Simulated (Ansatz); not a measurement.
Relaxation of CH6BN (9 atoms, charge 0, multiplicity 1), to a largest force component of 0.02 eV/Å in at most 40 steps.

These are results of RKS B3LYP-D4/def2-SVP (Ansatz 0.2.0), not measurements.

```xyz
9
Properties=species:S:1:pos:R:3:forces:R:3
B 0.000 0.000 0.000 1.08 -0.08 3.75
N 0.000 0.000 1.550 -0.19 0.00 -2.93
H -0.877 -0.271 2.080 1.71 0.81 -0.63
H 0.877 0.271 2.080 -1.68 -0.80 -0.64
C 1.386 0.000 -0.800 -0.66 0.58 0.50
H 1.715 -1.046 -0.970 -0.02 0.23 -0.02
H 1.249 0.508 -1.777 0.24 -0.23 0.17
H 2.155 0.538 -0.208 0.08 -0.24 -0.27
H -1.030 0.000 -0.595 -0.57 -0.27 0.07
```

**Question.** Where does it end, and by what steps?

**Answer.** It converged. After 7 steps the energy has fallen by 0.636 eV; H9 moved furthest, 0.42 Å.

| step | energy less start (eV) | largest force component (eV/Å) | accepted |
| --- | --- | --- | --- |
| 0 | 0.0000 | 3.749 | yes |
| 1 | -0.5143 | 1.841 | yes |
| 2 | -0.5841 | 1.761 | yes |
| 3 | -0.6309 | 0.209 | yes |
| 4 | -0.6310 | 0.274 | yes |
| 5 | -0.6359 | 0.062 | yes |
| 6 | -0.6364 | 0.020 | yes |
| 7 | -0.6365 | 0.002 | yes |

```xyz
9
Properties=species:S:1:pos:R:3
B 0.041 -0.119 0.076
N -0.012 0.083 1.456
H -0.866 0.003 1.995
H 0.799 0.324 2.015
C 1.380 0.009 -0.747
H 1.597 -0.938 -1.273
H 1.269 0.769 -1.541
H 2.265 0.273 -0.143
H -1.000 -0.404 -0.479
```

The run took 19 s on 1 thread of Arm Neoverse V1, with other jobs on the host, peak memory 0.14 GiB.
